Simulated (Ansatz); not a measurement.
## Reading a saddle point

A first-order saddle point of Si2H8O, closed shell, PBE0-D4/def2-TZVP, with one imaginary mode of 1158i cm⁻¹:

```xyz
11
angstrom
Si -0.2304 -0.6504 -0.1212
O 0.9627 -0.7896 -1.5586
H -0.3346 -1.8533 0.7473
H -1.3609 -0.8484 -1.1039
Si -0.7034 1.3806 0.9267
H 1.6370 -0.7290 -0.6785
H 1.4438 -0.4434 0.4412
H 0.9393 -1.5941 -2.0936
H -0.1137 2.4765 0.1079
H -2.1653 1.6367 1.0583
H -0.0745 1.4144 2.2743
```

Program: Ansatz 0.2.0. Basis: def2-TZVPP and def2-QZVPP. Cores are frozen in the correlated methods. Extrapolation: Hartree–Fock as exp(−7.88 √X), correlation as X^−2.97.

Task: Which contacts change along the imaginary mode, and what lies on either side? (A judgement: the text doesn't fix the answer.)

Result: By the calculation: The step is Si₂H₆O ([OH][SiH2][SiH3]) + H₂ → Si₂H₆ ([SiH3][SiH3]) + H₂O, with the molecules in contact on both sides. Shortening one way: Si1–H7, O2–H6; lengthening the same way: Si1–O2, H6–H7.
| pair | one side (Å) | saddle (Å) | other side (Å) |
| --- | --- | --- | --- |
| Si1–H7 | 4.28 | 1.78 | 1.49 |
| O2–H6 | 2.60 | 1.11 | 0.96 |
| Si1–O2 | 1.66 | 1.87 | 3.12 |
| H6–H7 | 0.75 | 1.17 | 2.81 |

Task: Which side is lower, and how far does the saddle lie above each? (To be estimated.)

Result: By the calculation: The side with Si1–O2, H6–H7 short is lower by 11.76 kcal/mol; the saddle lies 53.67 kcal/mol above it and 41.91 kcal/mol above the other (CCSD(T) at an estimated basis limit (MP2 extrapolated from triple and quadruple zeta, plus CCSD(T) − MP2 in triple zeta); electronic energies).

No T1 diagnostic of these runs exceeds 0.014.

Labels in which every atom is bracketed show which atoms are joined, not bond orders.

For scale, one of the runs: CCSD(T)/def2-TZVPP, 227 basis functions, launched by `ansatz run in.yaml --threads 4 --pin off --events-out ev --progress --plain --max-ram 9574MiB`. Time: 57 s of wall clock on 4 CPU threads of an Arm Neoverse V1; the host was shared. Peak host memory: 3.5 GiB.
